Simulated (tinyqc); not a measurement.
Inside a calculation. Method: Pariser-Parr-Pople SCF with singles CI, for the molecule C=CC=C[CH2+] (SMILES; centres numbered as the heavy atoms are written). One step of it, computed by the program tinyqc.

Task: Iteration 2: Fock matrix. F_rr = H_rr + P_rr gamma_rr / 2 + sum_(s != r) P_ss gamma_rs; F_rs = H_rs - P_rs gamma_rs / 2; E = tr P (H + F) / 2 + core repulsion sum_(r<s) z_r z_s gamma_rs.

P after iteration 1, order 1C, 2C, 3C, 4C, 5C:
$$\begin{pmatrix}
0.666612 & 0.791255 & 0.342917 & -0.208590 & -0.318636 \\
0.791255 & 0.995427 & 0.574311 & -0.019324 & -0.208590 \\
0.342917 & 0.574311 & 0.675920 & 0.574311 & 0.342917 \\
-0.208590 & -0.019324 & 0.574311 & 0.995427 & 0.791255 \\
-0.318636 & -0.208590 & 0.342917 & 0.791255 & 0.666612
\end{pmatrix}$$

core matrix H (eV), order 1C, 2C, 3C, 4C, 5C:
$$\begin{pmatrix}
-27.104147 & -2.390000 & 0.000000 & 0.000000 & 0.000000 \\
-2.390000 & -30.120710 & -2.390000 & 0.000000 & 0.000000 \\
0.000000 & -2.390000 & -31.115957 & -2.390000 & 0.000000 \\
0.000000 & 0.000000 & -2.390000 & -30.120710 & -2.390000 \\
0.000000 & 0.000000 & 0.000000 & -2.390000 & -27.104147
\end{pmatrix}$$

repulsion gamma_rs (eV), order 1C, 2C, 3C, 4C, 5C:
$$\begin{pmatrix}
11.200000 & 5.360657 & 3.880592 & 2.886028 & 2.346869 \\
5.360657 & 11.200000 & 5.362386 & 3.881638 & 2.886028 \\
3.880592 & 5.362386 & 11.200000 & 5.362386 & 3.880592 \\
2.886028 & 3.881638 & 5.362386 & 11.200000 & 5.360657 \\
2.346869 & 2.886028 & 3.880592 & 5.360657 & 11.200000
\end{pmatrix}$$

Centres (angstrom, eV; a flat drawing with bonds scaled to 1.40 angstrom):
```
centre          x          y  core charge z          W   gamma_rr
1C      -2.425000  -0.280000              1  12.630000  11.200000
2C      -1.212000   0.420000              1  12.630000  11.200000
3C       0.000000  -0.280000              1  12.630000  11.200000
4C       1.212000   0.420000              1  12.630000  11.200000
5C       2.425000  -0.280000              1  12.630000  11.200000
```

Give: F; pi energy.

Result:

F (eV), order 1C, 2C, 3C, 4C, 5C:
$$\begin{pmatrix}
-10.975 & -4.511 & -0.665 & 0.301 & 0.374 \\
-4.511 & -11.561 & -3.930 & 0.038 & 0.301 \\
-0.665 & -3.930 & -11.481 & -3.930 & -0.665 \\
0.301 & 0.038 & -3.930 & -11.561 & -4.511 \\
0.374 & 0.301 & -0.665 & -4.511 & -10.975
\end{pmatrix}$$

pi energy = -58.944 eV
